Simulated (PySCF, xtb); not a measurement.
CH5N, SMILES NC.

GFN2-xTB (xtb) at its own geometry gives an orbital gap of 11.55 eV and a dipole moment of 1.46 D.

Geometry: PBE0-D3(BJ)/def2-TZVP.

Problem. What does ωB97X/def2-TZVPD (PySCF) give? (Estimate from the structure and the level; the computed values follow.)

Solution. gap 11.54 eV (levels -9.37 and 2.17 eV), dipole 1.34 D.
